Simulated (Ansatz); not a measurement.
# SiBH₃O: small, medium and large basis sets

Aim: see how fast density functionals converge with the basis set for SiBH₃O.

Computed with Ansatz 0.2.0, Gaussian basis. Level: one geometry, several basis sets.

Levels to be run: PBE0-D4/def2-SVP; ωB97M-V/def2-SVP; PBE0-D4/def2-QZVPP; ωB97M-V/def2-QZVPP; the functionals' def2-TZVPP values are taken from earlier runs.

## 1. The relaxed structure

The geometry comes from an earlier relaxation with PBE0-D4 in a triple-zeta def2 set; it is a stationary point.

SMILES `B1O[SiH2]1`, 6 atoms, charge 0, spin multiplicity 1.

Atoms are counted from 1 here; the program's logs count them from 0.

Bond lengths: B1–O2 1.340 Å, B1–Si3 1.899 Å, B1–H4 1.189 Å, O2–Si3 1.753 Å, Si3–H5 1.482 Å, Si3–H6 1.482 Å. Angles: O2–B1–Si3 62.8°, O2–B1–H4 131.5°, Si3–B1–H4 165.7°, B1–O2–Si3 74.4°, B1–Si3–O2 42.8°, B1–Si3–H5 124.3°, B1–Si3–H6 124.3°, O2–Si3–H5 111.3°, O2–Si3–H6 111.3°, H5–Si3–H6 110.8°.

As a file:

```xyz
6
charge 0, multiplicity 1
B    -0.94553   -0.52896   -0.39842
O     0.17556   -1.13141    0.01986
Si    0.47106    0.58737    0.19453
H    -1.96881   -0.97001   -0.81423
H     1.59920    1.02837   -0.65859
H     0.71062    0.95054    1.61076
```

## 2. PBE0-D4 in def2-SVP

Contents of in.yaml:

```yaml
crystal:
  periodic: [false, false, false]
  atoms:
    - {symbol: B, position_ang: [-0.945531, -0.528962, -0.398424]}
    - {symbol: O, position_ang: [0.175557, -1.131407, 0.019856]}
    - {symbol: Si, position_ang: [0.471060, 0.587370, 0.194528]}
    - {symbol: H, position_ang: [-1.968809, -0.970008, -0.814227]}
    - {symbol: H, position_ang: [1.599203, 1.028372, -0.658593]}
    - {symbol: H, position_ang: [0.710622, 0.950536, 1.610763]}
basis:
  gaussian: {orbitals: def2-SVP}
hamiltonian: {xc: pbe0, dispersion: d4}
output: {orbitals: {seedname: orbitals}}
```

Run with:

```sh
$ ansatz run in.yaml --threads 2 --pin off --events-out ev --progress --plain --max-ram 4352MiB
```

The runs that follow: ωB97M-V in def2-SVP; PBE0-D4 in def2-QZVPP; ωB97M-V in def2-QZVPP.

Before running them: what should the planned runs give, taken together? Wanted: PBE0-D4: double and triple zeta above quadruple; ωB97M-V: double and triple zeta above quadruple.

As calculated:

| quantity | value |
| --- | --- |
| PBE0-D4: double and triple zeta above quadruple | 6.51, 0.43 eV |
| ωB97M-V: double and triple zeta above quadruple | 6.58, 0.40 eV |

What this shows: For PBE0-D4 the step from double to triple zeta gains 6.08 eV and the next only 0.43 eV. Total energies overstate the basis error of differences, where much of it tends to cancel. The LUMO of ωB97M-V is positive and keeps falling with the basis (1.37 to 0.80 eV): an unbound level that the basis holds in place.
